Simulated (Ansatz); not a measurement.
A made-up structure of CH4OSi, closed shell:

```xyz
7
angstrom
C -0.6666 0.4462 -0.2358
Si 0.8199 -0.5534 0.2173
O 1.7527 -1.2691 -0.7419
H -0.8101 0.4752 -1.3158
H 1.5320 0.6536 0.4467
H -0.5577 1.4666 0.1451
H 1.0189 -0.5873 1.6926
```

It is relaxed with PBE-D4/def2-SVP and then PBE0-D4/def2-TZVP (Ansatz 0.2.0). Atoms count as bonded within 1.22 times the sum of their covalent radii (H–H: 0.88 Å). The end point is not checked to be a true minimum.

Q: Does its bonding change? (A judgement: the text doesn't fix the answer.)

A: The calculation gives: Yes. Formed: C1–H5; broken: Si2–H5.

Where it ends: The first stage lowers the energy by 4.38 eV in 19 steps. It ends as CH₄OSi ([CH3][SiH][O]):
| atom | x (Å) | y (Å) | z (Å) |
| --- | --- | --- | --- |
| C1 | 0.0384 | 0.7609 | -0.2648 |
| Si2 | 0.9276 | -0.7490 | 0.3216 |
| O3 | 1.3427 | -1.9370 | -0.5263 |
| H4 | -0.1778 | 0.7031 | -1.3315 |
| H5 | 0.6456 | 1.6494 | -0.0641 |
| H6 | -0.8966 | 0.8809 | 0.2914 |
| H7 | 1.2094 | -0.6766 | 1.7819 |

Labels in which every atom is bracketed show which atoms are joined, not bond orders.

For scale, one of the runs: PBE0-D4/def2-TZVP relaxation, 123 basis functions, launched by `ansatz run in.yaml --threads 2 --pin off --events-out ev --progress --plain --max-ram 4352MiB`. Hardware: 2 CPU threads of an AMD EPYC 9R45, shared host. Wall time about 4.1 s.
